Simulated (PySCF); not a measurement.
These are PySCF with B3LYP-D3(BJ)/def2-TZVP // PBE0-D3(BJ)/def2-SVP values and carry that method's errors. All species are isolated molecules in the gas phase. B3LYP has the VWN-RPA correlation part, as in Gaussian. Delta-SCF ions had no search for a lower state. 

Reference species (SMILES): `N` (neutral, multiplicity 1).

| Item | Value |
|---|---|
| dipole moment | 1.78 D |
| HOMO | -7.44 eV |
| vertical ionisation energy (Delta-SCF) | 11.02 eV |

After one change: the dipole moment goes up by 0.32 D; the HOMO falls by 1.18 eV; the vertical ionisation energy (Delta-SCF) increases by 1.69 eV.

Problem. What was changed between the two runs? The new species is one of these.
A) `CC#N`
B) `O`
C) `CO`
D) `c1ccncc1`

Solution. B, `O`
